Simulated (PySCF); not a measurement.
# Unknown compound

Molecular formula: C$_{3}$H$_{5}$N$_{3}$. Simulated spectra:

¹H NMR (300 MHz, computed): δ 7.83 (d, J = 1.3 Hz, 1H), 7.56 (d, J = 1.3 Hz, 1H), 4.25 (s, 3H).

¹³C{¹H} NMR (computed): δ 139.1 (CH), 129.1 (CH), 36.2 (CH3).

[PySCF 2.14: shieldings: GIAO PBE0/pcSseg-1; spin–spin couplings from B3LYP/pcJ-1 (spin–dipole term only in couplings to heteroatoms); GFN2-xTB structure; non-relativistic; no solvent model; one computed conformer; equivalent nuclei averaged]

δ = σ(ref) − σ, references computed at the same level: TMS for ¹H and ¹³C.

Task: Which candidate is it?
A. Cn1cncn1
B. Cn1ccnn1
C. Cn1nccn1

Result: B. 

1. Rings plus π bonds: 3 (1 ring in the answer).
2. 3 carbon signals for 3 carbons: no two carbons are equivalent.
3. Carbon types of the structure: 2 × CH, 1 × CH3, which accounts for all hydrogens.
4. δC 139.1, 129.1: aromatic CH next to a ring nitrogen.
5. δC 36.2: methyl carbon bonded to N; pulled downfield by the heteroatom.
6. δH 7.83, 7.56: hydrogen on an aromatic CH next to a ring nitrogen; it sits in the deshielding region of the aromatic ring current.
7. δH 4.25: hydrogen on a methyl carbon bonded to N; its carbon carries N, an electronegative neighbour.

The others: Cn1nccn1 would give 2 carbon signals, not 3; Cn1cncn1 has carbons computed at 155.5, 147.4, 36.4.

Multiplet labels drop couplings under 1 Hz and merge nearly equal ones. Unscaled 3J(H,H) at this level run about 10 % above measured values. Shifts are as computed. Against solution values, carbons near 30 ppm lie about +3 ppm off and those near 130 ppm about +5 ppm. Of 1211 compounds with measured shifts, 218 miss one by over three times the rms of a fit or turn the order of signals round; such compounds aren't used in these exercises.
